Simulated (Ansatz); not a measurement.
The same path of C2H3ClS (7 atoms, charge 0, multiplicity 1) was run twice with different band settings. The coordinate that changes most is the dihedral H5–C2–C3–H6.

Computed with Ansatz, RKS BLYP-D4/6-31G.

Relaxed end points:

```xyz
7
Properties=species:S:1:pos:R:3
S -1.267 -1.267 1.430
C -0.710 0.010 0.477
C 0.623 0.026 -0.192
Cl 0.340 0.286 -2.094
H -1.333 0.901 0.328
H 1.174 -0.915 -0.096
H 1.235 0.891 0.101
```

```xyz
7
Properties=species:S:1:pos:R:3
S -0.996 0.363 2.024
C -0.732 -0.121 0.429
C 0.603 -0.094 -0.236
Cl 0.456 0.989 -1.839
H -1.565 -0.495 -0.180
H 0.908 -1.081 -0.615
H 1.386 0.371 0.371
```

Common settings: movable images 7; climbing image yes; spring 5.0 eV/Å²; optimiser quadratic models (default); start path IDPP; iteration limit 60; end points relaxed.

| run | force threshold |
| --- | --- |
| 1 | 0.05 eV/Å |
| 2 | 0.2 eV/Å |

What does each run give, and how far can it be trusted?

Run 1: converged after 7 iterations, highest image 0.058 eV above the first end. A vibrational analysis at the climbing image gives one clearly imaginary mode, 85i cm⁻¹: a first-order saddle point.
Run 2: converged after 6 iterations, highest image 0.058 eV above the first end. The threshold of 0.2 eV/Å is loose, so the images may lie well off the minimum-energy path. Another band between the same ends (7 images) ends at a top of the same energy, where a vibrational analysis finds 1 clearly imaginary mode.
Limits of this set-up: no polarisation functions.
